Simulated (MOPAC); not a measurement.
MOPAC input (PM7):

```
PM7 PRECISE GNORM=0.05 LET XYZ GEO-OK AUX(PRECISION=9) THREADS=1
CS

C    -0.00000000 1   -0.00000000 1   -1.11416072 1
S     0.00000000 1    0.00000000 1    0.41781027 1
```

Task: What heat of formation does the run end on?

Result: 82.54 kcal/mol.
